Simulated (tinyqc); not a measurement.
Worked calculation: G0W0 on RHF in the sto-3g basis, for HF, spin multiplicity 1. One step of it, computed by the program tinyqc.

Question. G0W0 on Hartree-Fock: LUMO. W(p,q,m) = sqrt2 sum_ia (pq|ia) (X+Y)_ia,m; Sigma_c(x) = sum_(i,m) W^2/(x - e_i + w_m) + sum_(a,m) W^2/(x - e_a - w_m); solve x = e_p + Sigma_c(x) by Newton steps; Z = 1/(1 - dSigma/dx); 1 hartree = 27.211386 eV.

orbital energies (hartree): MO1 -25.923425, MO2 -1.418513, MO3 -0.499180, MO4 -0.462780, MO5 -0.462780, MO6 0.392578

Two-electron integrals over orbitals (pq|rs), unique and non-zero (hartree):
```
p,q,r,s,(pq|rs)
1,1,1,1,5.364217
2,1,1,1,-0.519792
2,1,2,1,0.079420
2,2,1,1,1.228744
2,2,2,1,-0.022399
2,2,2,2,0.869385
3,1,1,1,0.109082
3,1,2,1,-0.016013
3,1,2,2,0.007364
3,1,3,1,0.018025
3,2,1,1,-0.125125
3,2,2,1,0.005560
3,2,2,2,-0.043913
3,2,3,1,0.020602
3,2,3,2,0.139213
3,3,1,1,0.903241
3,3,2,1,-0.008773
3,3,2,2,0.702233
3,3,3,1,-0.002497
3,3,3,2,-0.018427
3,3,3,3,0.688656
4,1,4,1,0.029544
4,2,4,1,0.039980
4,2,4,2,0.188312
4,3,4,1,-0.007641
4,3,4,2,-0.030252
4,3,4,3,0.036912
4,4,1,1,1.264023
4,4,2,1,-0.015004
4,4,2,2,0.892698
4,4,3,1,0.003210
4,4,3,2,-0.068814
4,4,3,3,0.689525
4,4,4,4,0.997514
5,1,5,1,0.029544
5,2,5,1,0.039980
5,2,5,2,0.188312
5,3,5,1,-0.007641
5,3,5,2,-0.030252
5,3,5,3,0.036912
5,4,5,4,0.053770
5,5,1,1,1.264023
5,5,2,1,-0.015004
5,5,2,2,0.892698
5,5,3,1,0.003210
5,5,3,2,-0.068814
5,5,3,3,0.689525
5,5,4,4,0.889973
5,5,5,5,0.997514
6,1,1,1,0.114997
6,1,2,1,-0.018424
6,1,2,2,0.002526
6,1,3,1,-0.011842
6,1,3,2,-0.023565
6,1,3,3,0.006524
6,1,4,4,0.003319
6,1,5,5,0.003319
6,1,6,1,0.020644
6,2,1,1,-0.167372
6,2,2,1,0.004313
6,2,2,2,-0.092302
6,2,3,1,-0.019964
6,2,3,2,-0.072810
6,2,3,3,-0.023543
6,2,4,4,-0.090986
6,2,5,5,-0.090986
6,2,6,1,0.018561
6,2,6,2,0.091816
6,3,1,1,-0.412117
6,3,2,1,0.006943
6,3,2,2,-0.226769
6,3,3,1,0.001550
6,3,3,2,0.083894
6,3,3,3,-0.097515
6,3,4,4,-0.238789
6,3,5,5,-0.238789
6,3,6,1,-0.005096
6,3,6,2,0.039941
6,3,6,3,0.223727
6,4,4,1,-0.007510
6,4,4,2,-0.030567
6,4,4,3,-0.021349
6,4,6,4,0.029422
6,5,5,1,-0.007510
6,5,5,2,-0.030567
6,5,5,3,-0.021349
6,5,6,5,0.029422
6,6,1,1,0.846909
6,6,2,1,-0.009017
6,6,2,2,0.645613
6,6,3,1,0.010997
6,6,3,2,0.049565
6,6,3,3,0.653151
6,6,4,4,0.628525
6,6,5,5,0.628525
6,6,6,1,-0.007676
6,6,6,2,-0.056003
6,6,6,3,-0.024313
6,6,6,6,0.681908
```

excitation energies w (hartree): 0.912306  0.912306  1.255328  1.990536  26.357266

X + Y:
```
,1,2,3,4,5
1>6,0.000000,0.000000,0.000939,-0.002644,0.999217
2>6,0.000000,0.000000,-0.102605,0.950374,0.000195
3>6,0.000000,0.000000,0.839759,0.057176,-0.000026
4>6,0.017136,0.968134,0.000000,0.000000,0.000000
5>6,0.968134,-0.017136,0.000000,0.000000,0.000000
```

Give: The 12 largest terms at x = e_p; Newton steps; quasiparticle energy of the LUMO; Hartree-Fock value.

Answer.

The 12 largest terms at x = e_p (hartree; W for the signs of X + Y given):
```
q,m,W,term
3,3,0.2599,0.0315
2,4,0.1266,0.0042
6,4,-0.0772,-0.0030
3,4,0.0718,0.0018
4,2,0.0403,0.0009
5,1,0.0403,0.0009
2,3,0.0341,3.80e-04
6,3,-0.0208,-3.43e-04
2,5,0.0263,2.45e-05
1,4,0.0245,2.11e-05
1,5,0.0292,1.62e-05
6,5,-0.0109,-4.48e-06
```

Newton steps (hartree):
```
step,x,Sigma_c(x),Z
0,0.3926,0.0364,0.9810
1,0.4283,0.0357,0.9815
2,0.4283,0.0357,0.9815
```

quasiparticle energy of the LUMO = 11.6546 eV

Hartree-Fock value = 10.6826 eV
